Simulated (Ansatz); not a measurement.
# CH2N+ (singlet): wave-function methods side by side, cc-pVDZ

The task here is to estimate one member of a computed series from the others.

Method: cc-pVDZ, core rule «outside noble gas», up to 2 orbitals frozen; program: Ansatz 0.2.0, Gaussian basis.

Plan: UHF; CCSD(T) on RHF; CCSD(T) on UHF; BCCD(T) on RHF; CISD; CCSDT(Q) on RHF; CCSDT(Q) on UHF; CASSCF and MRCISD+Q, 10 electrons in 10 orbitals; CASSCF and NEVPT2, 10 electrons in 10 orbitals.

18 further runs of the same task are left out: 8 that didn't finish, 10 set aside as unsound or not needed. Runs told in other sessions of the task aren't counted.

**The system**

The geometry is a PBE0/def2-TZVP stationary point (not a proven minimum) of the parent state, kept for this charge and spin.

4 atoms, charge 1, spin multiplicity 1.

Atoms are counted from 1 here; the program's logs count them from 0.

Bond lengths: N1–C2 1.237 Å, C2–H3 1.099 Å, C2–H4 1.099 Å. Angles: N1–C2–H3 121.4°, N1–C2–H4 121.4°, H3–C2–H4 117.1°.

As a file:

```
atom    x (Å)     y (Å)     z (Å)
  N1  0.00000   0.00000   0.66004
  C2  0.00000   0.00000  -0.57676
  H3  0.00000  -0.93735  -1.14969
  H4  0.00000   0.93735  -1.14969
```

Set-up of the first run:

File in.yaml:

```yaml
crystal:
  periodic: [false, false, false]
  atoms:
    - {symbol: N, position_ang: [0.000000, 0.000000, 0.660040]}
    - {symbol: C, position_ang: [0.000000, 0.000000, -0.576764]}
    - {symbol: H, position_ang: [0.000000, -0.937350, -1.149693]}
    - {symbol: H, position_ang: [0.000000, 0.937349, -1.149693]}
basis:
  gaussian: {orbitals: cc-pVDZ}
total_charge: 1
magnetization: {spin_polarized: true, initial_magnetization: 0}
hamiltonian: {xc: hf}
output: {orbitals: {seedname: orbitals}}
```

On the command line:

```
ansatz run in.yaml --threads 1 --pin off --events-out ev --progress --plain --max-ram 2393MiB
```

Steps of the session up to this table: UHF; CCSD(T) on RHF; CCSD(T) on UHF; BCCD(T) on RHF; CISD; CCSDT(Q) on RHF; CCSDT(Q) on UHF; CASSCF and MRCISD+Q, 10 electrons in 10 orbitals; CASSCF and NEVPT2, 10 electrons in 10 orbitals.

One table of the session follows, with a row left open; its other results are not shown here.

```
          method  from RCCSDT(Q) (meV)
             RHF               +8060.0
             UHF               +8054.9
            RMP2                     ?
            CISD                +960.5
           RCCSD                +366.4
        RCCSD(T)                 +57.6
         BCCD(T)                 +58.4
          RCCSDT                 +28.1
       RCCSDT(Q)                     0
  CASSCF valence               +4051.5
  NEVPT2 valence                +784.1
  MRCISD valence                +193.4
MRCISD+Q valence                 +16.8
```

Q: Estimate the row for RMP2 from the others.

As computed: from RCCSDT(Q) (meV): +1328.0. In the column «from RCCSDT(Q) (meV)» it lies between CISD (+960.5) and CASSCF valence (+4051.5).

Not comparable, so not listed: CCSD(T) on UHF; CCSDT(Q) on UHF (they don't share determinant, frozen orbitals or solution with the rows shown, or repeat one).
